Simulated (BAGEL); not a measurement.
# One shape, several levels: triplet C2H3ClF2

Aim: a comparison of 3 runs (UHF/3-21G, ROHF/6-31G*, ROHF/cc-pVDZ) of triplet C2H3ClF2. 

The calculation is run with BAGEL 1.2.2.

1 further run of the same task is left out (it didn't finish).

**1. The molecule**

C2H3ClF2: 8 atoms, total charge 0, spin state triplet. As SMILES of the parent species, `CC(F)(F)Cl`. The coordinates come from a PBE0-D4/def2-TZVP relaxation. That shape belongs to the parent species and isn't relaxed for this state.

Bond lengths: C1–C2 1.499 Å, C2–F3 1.343 Å, C2–F4 1.343 Å, C2–Cl5 1.781 Å, C1–H6 1.088 Å, C1–H7 1.091 Å, C1–H8 1.088 Å. Some angles: C1–C2–F3 111.0°, C1–C2–F4 111.0°, C1–C2–Cl5 112.0°, F3–C2–F4 106.8°, F3–C2–Cl5 107.9°, F4–C2–Cl5 107.9°, C2–C1–H6 109.7°, C2–C1–H7 108.3°, C2–C1–H8 109.7°, H6–C1–H7 109.7°.

**2. The energy at UHF/3-21G (density fitting with cc-pvqz-jkfit) (run 1)**

job.json

```json
{ "bagel" : [

{
  "title" : "molecule",
  "basis" : "3-21g",
  "df_basis" : "cc-pvqz-jkfit",
  "angstrom" : true,
  "geometry" : [
    { "atom" : "C", "xyz" : [      -0.591960,      -0.305640,       0.477310 ] },
    { "atom" : "C", "xyz" : [       0.524930,       0.179790,      -0.395910 ] },
    { "atom" : "F", "xyz" : [       1.713900,       0.014330,       0.206290 ] },
    { "atom" : "F", "xyz" : [       0.571970,      -0.511300,      -1.546500 ] },
    { "atom" : "Cl", "xyz" : [       0.352900,       1.905700,      -0.801400 ] },
    { "atom" : "H", "xyz" : [      -0.600880,       0.257090,       1.409000 ] },
    { "atom" : "H", "xyz" : [      -0.428120,      -1.363800,       0.687730 ] },
    { "atom" : "H", "xyz" : [      -1.542750,      -0.176190,      -0.036530 ] }
  ]
},

{ "title" : "uhf", "nopen" : 2 },

{ "title" : "print", "file" : "orbitals.molden", "orbitals" : true }

]}
```

Started as:

```sh
BAGEL_NUM_THREADS=1 BAGEL job.json > job.out
```

What it wrote:

```text
* using 1 threads per process

  ===============================================================
  ===============================================================

  *** Geometry ***

  { "atom" : "C", "xyz" : [     -1.118642,     -0.577576,      0.901985 ] },
  { "atom" : "C", "xyz" : [      0.991974,      0.339754,     -0.748161 ] },
  { "atom" : "F", "xyz" : [      3.238802,      0.027080,      0.389832 ] },
  { "atom" : "F", "xyz" : [      1.080867,     -0.966217,     -2.922461 ] },
  { "atom" : "Cl", "xyz" : [      0.666884,      3.601251,     -1.514427 ] },
  { "atom" : "H", "xyz" : [     -1.135499,      0.485830,      2.662624 ] },
  { "atom" : "H", "xyz" : [     -0.809030,     -2.577208,      1.299621 ] },
  { "atom" : "H", "xyz" : [     -2.915375,     -0.332951,     -0.069032 ] },

  Number of auxiliary basis functions:      725

  Since a DF basis is specified, we compute 2- and 3-index integrals:
    o Being stored without compression. Storage requirement is 0.018 GB

  Number of basis functions:       55
  Number of electrons      :       50

    * METHOD: MOLECULE                             0.50

  *** Open-shell HF ***

  === Nuclear Repulsion ===
   246.3847390504

      * DIIS with orbital gradients will be used.

  === UHF iteration (3-21g) ===
      0       -731.68493861          0.04578723           0.18
      1       -731.81690350          0.02738914           0.17
      2       -731.85561439          0.01519201           0.17
      3       -731.87122839          0.00286597           0.17
      4       -731.87714868          0.00138271           0.18
      5       -731.87869643          0.00107330           0.18
      6       -731.87981908          0.00085902           0.17
      7       -731.88113605          0.00059483           0.17
      8       -731.88209855          0.00018751           0.17
      9       -731.88213788          0.00007889           0.17
     10       -731.88215015          0.00003140           0.17
     11       -731.88215291          0.00000812           0.17
     12       -731.88215348          0.00000377           0.17
     13       -731.88215362          0.00000205           0.17
     14       -731.88215369          0.00000132           0.17
     15       -731.88215372          0.00000053           0.17
     16       -731.88215372          0.00000017           0.17
     17       -731.88215372          0.00000008           0.16
     18       -731.88215372          0.00000005           0.18
     19       -731.88215372          0.00000004           0.18
     20       -731.88215372          0.00000003           0.18
     21       -731.88215372          0.00000002           0.19
     22       -731.88215372          0.00000001           0.18
    * SCF iteration converged.

    * S^2 (UHF) is 2.0066

    * Permanent dipole moment:
           (    0.732325,    -0.458720,    -0.339552) a.u.

    * METHOD: UHF                                  4.19

    * METHOD: PRINT                                0.01

  ===============================================================
```

Wall time 5.1 s (1 thread of Arm Neoverse V1, shared host); peak memory 0.11 GiB.

**3. A single-point energy at ROHF/6-31G(d) (density fitting with cc-pvqz-jkfit, spherical functions) (run 2)**

input.json

```json
{ "bagel" : [

{
  "title" : "molecule",
  "basis" : "6-31gs.json",
  "df_basis" : "cc-pvqz-jkfit",
  "angstrom" : true,
  "geometry" : [
    { "atom" : "C", "xyz" : [      -0.591960,      -0.305640,       0.477310 ] },
    { "atom" : "C", "xyz" : [       0.524930,       0.179790,      -0.395910 ] },
    { "atom" : "F", "xyz" : [       1.713900,       0.014330,       0.206290 ] },
    { "atom" : "F", "xyz" : [       0.571970,      -0.511300,      -1.546500 ] },
    { "atom" : "Cl", "xyz" : [       0.352900,       1.905700,      -0.801400 ] },
    { "atom" : "H", "xyz" : [      -0.600880,       0.257090,       1.409000 ] },
    { "atom" : "H", "xyz" : [      -0.428120,      -1.363800,       0.687730 ] },
    { "atom" : "H", "xyz" : [      -1.542750,      -0.176190,      -0.036530 ] }
  ]
},

{ "title" : "rohf", "nopen" : 2 },

{ "title" : "print", "file" : "orbitals.molden", "orbitals" : true }

]}
```

The basis set 6-31G* is read from a file made from the Basis Set Exchange's data (not shown).

Started as:

```sh
BAGEL_NUM_THREADS=1 BAGEL input.json > input.out
```

What it wrote:

```text
* using 1 threads per process

  ===============================================================
  ===============================================================

  *** Geometry ***

  { "atom" : "C", "xyz" : [     -1.118642,     -0.577576,      0.901985 ] },
  { "atom" : "C", "xyz" : [      0.991974,      0.339754,     -0.748161 ] },
  { "atom" : "F", "xyz" : [      3.238802,      0.027080,      0.389832 ] },
  { "atom" : "F", "xyz" : [      1.080867,     -0.966217,     -2.922461 ] },
  { "atom" : "Cl", "xyz" : [      0.666884,      3.601251,     -1.514427 ] },
  { "atom" : "H", "xyz" : [     -1.135499,      0.485830,      2.662624 ] },
  { "atom" : "H", "xyz" : [     -0.809030,     -2.577208,      1.299621 ] },
  { "atom" : "H", "xyz" : [     -2.915375,     -0.332951,     -0.069032 ] },

  Number of auxiliary basis functions:      725

  Since a DF basis is specified, we compute 2- and 3-index integrals:
    o Being stored without compression. Storage requirement is 0.037 GB

  Number of basis functions:       80
  Number of electrons      :       50

    * METHOD: MOLECULE                             0.60

  *** Open-shell HF ***

  === Nuclear Repulsion ===
   246.3847390504

      * DIIS with orbital gradients will be used.

  === ROHF iteration (6-31gs.json) ===
      0       -735.33507150          0.03715346           0.28
      1       -735.49083513          0.02429502           0.28
      2       -735.54092984          0.01465879           0.27
      3       -735.56693826          0.00219965           0.27
      4       -735.57130274          0.00098684           0.28
      5       -735.57254195          0.00072019           0.27
      6       -735.57349892          0.00052778           0.27
      7       -735.57432913          0.00033136           0.28
      8       -735.57477422          0.00014327           0.28
      9       -735.57483630          0.00006086           0.28
     10       -735.57484150          0.00002164           0.28
     11       -735.57483967          0.00000941           0.27
     12       -735.57484048          0.00000281           0.28
     13       -735.57484000          0.00000092           0.28
     14       -735.57484009          0.00000059           0.27
     15       -735.57484010          0.00000037           0.28
     16       -735.57484011          0.00000019           0.28
     17       -735.57484013          0.00000009           0.27
     18       -735.57484013          0.00000004           0.27
     19       -735.57484013          0.00000001           0.28
     20       -735.57484013          0.00000001           0.27
    * SCF iteration converged.

    * S^2 (ROHF) is 2.0000

    * Permanent dipole moment:
           (    0.645262,    -0.276145,    -0.337582) a.u.

    * METHOD: ROHF                                 6.05

    * METHOD: PRINT                                0.02

  ===============================================================
```

Run time: 6.9 s. Hardware: 1 thread of Arm Neoverse V1, shared host; peak memory 0.15 GiB.

**4. The energy at ROHF/cc-pVDZ (density fitting with cc-pvqz-jkfit) (run 3)**

Changes to job.json since step 2:

```diff
@@ -4,5 +4,5 @@
   "title" : "molecule",
-  "basis" : "3-21g",
+  "basis" : "cc-pvdz.json",
   "df_basis" : "cc-pvqz-jkfit",
-  "angstrom" : true,
+  "angstrom" : "true",
   "geometry" : [
@@ -19,5 +19,5 @@
 
-{ "title" : "uhf", "nopen" : 2 },
+{ "title" : "rohf", "nopen" : 2 },
 
-{ "title" : "print", "file" : "orbitals.molden", "orbitals" : true }
+{ "title" : "print", "file" : "orbitals.molden", "orbitals" : "true" }
```

The basis set cc-pVDZ is read from a file made from the Basis Set Exchange's data (not shown).

Started as:

```sh
BAGEL_NUM_THREADS=1 BAGEL job.json > job.out
```

What it wrote:

```text
* using 1 threads per process

  ===============================================================
  ===============================================================

  *** Geometry ***

  { "atom" : "C", "xyz" : [     -1.118642,     -0.577576,      0.901985 ] },
  { "atom" : "C", "xyz" : [      0.991974,      0.339754,     -0.748161 ] },
  { "atom" : "F", "xyz" : [      3.238802,      0.027080,      0.389832 ] },
  { "atom" : "F", "xyz" : [      1.080867,     -0.966217,     -2.922461 ] },
  { "atom" : "Cl", "xyz" : [      0.666884,      3.601251,     -1.514427 ] },
  { "atom" : "H", "xyz" : [     -1.135499,      0.485830,      2.662624 ] },
  { "atom" : "H", "xyz" : [     -0.809030,     -2.577208,      1.299621 ] },
  { "atom" : "H", "xyz" : [     -2.915375,     -0.332951,     -0.069032 ] },

  Number of auxiliary basis functions:      725

  Since a DF basis is specified, we compute 2- and 3-index integrals:
    o Being stored without compression. Storage requirement is 0.046 GB

  Number of basis functions:       89
  Number of electrons      :       50

    * METHOD: MOLECULE                             0.60

  *** Open-shell HF ***

  === Nuclear Repulsion ===
   246.3847390504

      * DIIS with orbital gradients will be used.

  === ROHF iteration (cc-pvdz.json) ===
      0       -735.35850172          0.02650583           0.30
      1       -735.52805418          0.01733984           0.28
      2       -735.57891387          0.00998765           0.27
      3       -735.60344880          0.00212074           0.27
      4       -735.60762327          0.00090920           0.27
      5       -735.60871346          0.00061908           0.28
      6       -735.60948329          0.00046084           0.28
      7       -735.61010670          0.00030359           0.28
      8       -735.61050225          0.00013712           0.29
      9       -735.61057210          0.00005569           0.29
     10       -735.61058018          0.00001704           0.29
     11       -735.61057889          0.00000503           0.29
     12       -735.61057929          0.00000189           0.29
     13       -735.61057904          0.00000054           0.28
     14       -735.61057910          0.00000030           0.30
     15       -735.61057910          0.00000019           0.32
     16       -735.61057910          0.00000012           0.32
     17       -735.61057911          0.00000006           0.32
     18       -735.61057911          0.00000003           0.32
     19       -735.61057911          0.00000001           0.32
     20       -735.61057911          0.00000001           0.32
    * SCF iteration converged.

    * S^2 (ROHF) is 2.0000

    * Permanent dipole moment:
           (    0.670173,    -0.379135,    -0.322929) a.u.

    * METHOD: ROHF                                 6.44

    * METHOD: PRINT                                0.02

  ===============================================================
```

Run time: 7.2 s. Hardware: 1 thread of Arm Neoverse V1, shared host; peak memory 0.17 GiB.

**5. Overview of the runs**

```tsv
run	level	energy (Eh)	dipole moment (D)	⟨S²⟩	wall time
1	UHF/3-21G (density fitting with cc-pvqz-jkfit)	-731.882154	2.36	2.007	5.1 s
2	ROHF/6-31G* (density fitting with cc-pvqz-jkfit, spherical functions)	-735.574840	1.98	2.000	6.9 s
3	ROHF/cc-pVDZ (density fitting with cc-pvqz-jkfit)	-735.610579	2.12	2.000	7.2 s
```

**6. Results**

```
            quantity          value
 run 3: total energy  -735.61058 Eh
run 3: dipole moment         2.12 D
         run 3: ⟨S²⟩          2.000
```

What this shows: The dipole moment (its size) runs from 1.98 D (ROHF/6-31G*) to 2.36 D (UHF/3-21G). The two ends differ in method and basis. All runs together took 19 s, the longest 7.2 s.
